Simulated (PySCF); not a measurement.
## Computed and reference excited states of `FC1=CC=CC=C1`

Published values to compare with (the computed states carry no symmetry labels, so the two lists aren't matched line by line):

| state | E (eV) | f | kind of transition | source |
| --- | --- | --- | --- | --- |
| 3A1(π→π*) | 4.18 |  | vertical absorption | [1] |
| 1B2(π→π*) | 4.69 |  | 0-0 transition | [2] |
| 3B2(π→π*) | 4.75 |  | vertical absorption | [1] |
| 1B2(π→π*) | 4.84 |  | absorption maximum | [2] |
| 3A1(π→π*) | 4.87 |  | vertical absorption | [1] |
| 1B2(π→π*) | 5.01 | 0.007 | vertical absorption | [1] |
| 3B2(π→π*) | 5.93 |  | vertical absorption | [1] |
| 1A1(π→π*) | 6.19 |  | absorption maximum | [2] |
| 1A1(π→π*) | 6.21 |  | absorption maximum | [2] |
| 1B1(Ryd) | 6.32 |  | 0-0 transition | [2] |
| 1A1(π→π*) | 6.43 | 0.000 | vertical absorption | [1] |
| 1B1(Ryd) | 6.47 | 0.003 | vertical absorption | [1] |
| 1A2(Ryd) | 6.83 |  | vertical absorption | [1] |
| 1B1(Ryd) | 6.89 |  | 0-0 transition | [2] |
| 1A1(π→π*) | 6.99 |  | absorption maximum | [2] |
| 1A1(π→π*) | 7.00 |  | absorption maximum | [2] |
| 1B1(Ryd) | 7.06 | 0.022 | vertical absorption | [1] |
| 1A2(Ryd) | 7.09 |  | vertical absorption | [1] |
| 1B2(π→π*) | 7.19 | 0.556 | vertical absorption | [1] |
| 1A1(π→π*) | 7.22 | 0.584 | vertical absorption | [1] |

[1] computed, theoretical best estimate (aug-cc-pVTZ), gas; Loos, Jacquemin, substituted benzenes, arXiv:2401.13809 (2024)
[2] measured, gas; Loos, Jacquemin, substituted benzenes, arXiv:2401.13809 (2024)

Species: C₆H₅F.
SMILES: `Fc1ccccc1`

Computed with TDDFT CAM-B3LYP/def2-SVPD, vertical, gas phase, core orbitals frozen in the response in PySCF. Geometry: PBE0-D3(BJ)/def2-SVP; no solvent, vibrations or thermal averaging.

Computed singlets: 5.43 eV (f 0.012); 6.21 eV (f 0.001); 7.15 eV (f 0.596); 7.19 eV (f 0.584); 7.22 eV (f 0.004); 7.55 eV (f 0.000); 7.64 eV (f 0.018); 7.90 eV (f 0.000); 7.95 eV (f 0.008); 8.07 eV (f 0.047). Computed triplets (Tamm–Dancoff): 4.10, 4.63, 4.82, 5.40 eV.

Q: How does the lowest computed singlet compare with the best estimate listed for the lowest singlet (vertical absorption)?

A: 5.43 eV against 5.01 eV for 1B2(π→π*) [1]: a difference of +0.42 eV. Geometry and basis of the two calculations needn't be the same.

Q: How does the lowest computed triplet compare with the best estimate listed for the lowest triplet (vertical absorption)?

A: 4.10 eV against 4.18 eV for 3A1(π→π*) [1]: a difference of -0.08 eV. Geometry and basis of the two calculations needn't be the same.

Adiabatic (Te) and 0-0 energies refer to the relaxed excited state and aren't the vertical quantity computed here.

A measured band maximum holds vibronic effects and, in solution, solvent shifts, so it needn't equal the vertical energy.

All these states lie below the vertical ionisation energy of 9.31 eV (ΔSCF).
